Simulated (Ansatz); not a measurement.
We consider anatase TiO2 (metastable phase), described by HSE06 (Ansatz, a program for electronic structure, plane waves, PAW).

Numerical settings: plane-wave cutoff 460 eV, 8×8×8 k mesh, Fermi–Dirac smearing 0.01 eV, no spin polarisation, scalar-relativistic PAW data made under PBE.

Cell (measured lattice):

Space group I4₁/amd, origin choice 1 (No. 141); a = 3.7842 Å, b = 3.7842 Å, c = 9.5146 Å, α = 90.00°, β = 90.00°, γ = 90.00°

| atom | site | symmetry | x | y | z |
|---|---|---|---|---|---|
| Ti | 4a | -4m2 | 0.0000 | 0.0000 | 0.0000 |
| O | 8e | 2mm. | 0.0000 | 0.0000 | 0.2081 |
(The calculation used a cell of 6 atoms; values per cell refer to that cell.)

Task: Predict the band gap, smallest direct gap on the k points sampled and direct gap at Γ.

Result: 
- band gap: 3.61 eV (indirect)
- smallest direct gap on the k points sampled: 3.98 eV
- direct gap at Γ: 4.12 eV

Note: cell and atoms aren't relaxed at this level (largest force component 0.16 eV/Å, pressure -2.1 GPa).

Computed values are for the static lattice.
